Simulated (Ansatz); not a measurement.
How far each method lies from full CI for CH3⁺, singlet

Geometry: that of the CH3, doublet, kept fixed.

```yaml
atoms:
  - { symbol: C, position_ang: [0.0000, 0.0000, 0.0000] }
  - { symbol: H, position_ang: [1.0799, 0.0140, -0.0003] }
  - { symbol: H, position_ang: [-0.5521, 0.9282, -0.0027] }
  - { symbol: H, position_ang: [-0.5278, -0.9423, 0.0031] }
```

Basis cc-pVDZ; Ansatz 0.2.0. Only valence electrons are correlated (noble-gas cores frozen), which leaves 6 electrons in 28 orbitals. R marks a restricted (for open shells ROHF) determinant. Active spaces: valence = (6e, 7o) chosen from the atoms' valence shells.

Full CI is exact within this basis and frozen core; it isn't the basis-set limit.

```
UHF ⟨S²⟩                          : 0.000
T1 diagnostic (RCCSD)             : 0.0041
largest doubles amplitude (RCCSD) : 0.058
```

```
   level  E − E(RHF) (eV)
    RMP2          -2.8675
   RCCSD          -3.5074
RCCSD(T)          -3.5564
```

(1) Estimate how far full CI in cc-pVDZ lies from RCCSD(T). The table doesn't fix it; the size of (T) and the diagnostics are the guide.

(1) Full CI in cc-pVDZ lies 1.1 kJ/mol below RCCSD(T), which is 23 % of the (T) step (-4.7 kJ/mol). The diagnostics are small and one determinant leads, so the series closes fast and only a small part of (T) is left.

The other levels:

```json
{"level": "CISD", "E − E(full CI) (kJ/mol)": "15.0", "share of correlation (%)": "95.63", "wall time": "0.49 s"}
{"level": "BCCD(T)", "E − E(full CI) (kJ/mol)": "1.1", "share of correlation (%)": "99.69", "wall time": "0.24 s"}
{"level": "RCCSDT", "E − E(full CI) (kJ/mol)": "0.2", "share of correlation (%)": "99.95", "wall time": "–"}
{"level": "CISDTQ", "E − E(full CI) (kJ/mol)": "0.2", "share of correlation (%)": "99.94", "wall time": "1.2 s"}
{"level": "RCCSDT(Q)", "E − E(full CI) (kJ/mol)": "0.0", "share of correlation (%)": "99.99", "wall time": "0.64 s"}
{"level": "RCCSDTQ", "E − E(full CI) (kJ/mol)": "0.0", "share of correlation (%)": "100.00", "wall time": "13 s (H100)"}
{"level": "CASSCF (valence space)", "E − E(full CI) (kJ/mol)": "179.6", "share of correlation (%)": "47.83", "wall time": "–"}
{"level": "NEVPT2 (valence space)", "E − E(full CI) (kJ/mol)": "47.6", "share of correlation (%)": "86.17", "wall time": "0.58 s"}
{"level": "MRCISD (valence space)", "E − E(full CI) (kJ/mol)": "4.9", "share of correlation (%)": "98.57", "wall time": "–"}
{"level": "MRCISD+Q (valence space)", "E − E(full CI) (kJ/mol)": "0.6", "share of correlation (%)": "99.84", "wall time": "1.1 s"}
{"level": "MRCISD+Q(relaxed) (valence space)", "E − E(full CI) (kJ/mol)": "-1.3", "share of correlation (%)": "100.38", "wall time": "1.2 s"}
```

The correlation energy at full CI, counted from RHF, is -3.567 eV. That run took 6.5 s on 1 thread of AMD EPYC 7R13, shared host over 2,701,046 determinants.

Times hold each run's SCF and search for its determinant on a shared host, so for small cases they say little of a method's own cost; rows without a card ran on 1 thread of AMD EPYC 7R13.

Not variational, and here over 5 meV under the exact energy: MRCISD+Q(relaxed) (valence space).

The full-CI state has the irrep A1 of C2v, in the program's axes (one component, if the state is degenerate).

Natural occupations of full CI about the gap: 1.966 1.962 1.962 0.019 0.019 0.019 0.016 0.007 0.007 0.006; effectively unpaired electrons, Σ n²(2−n)², 0.02.
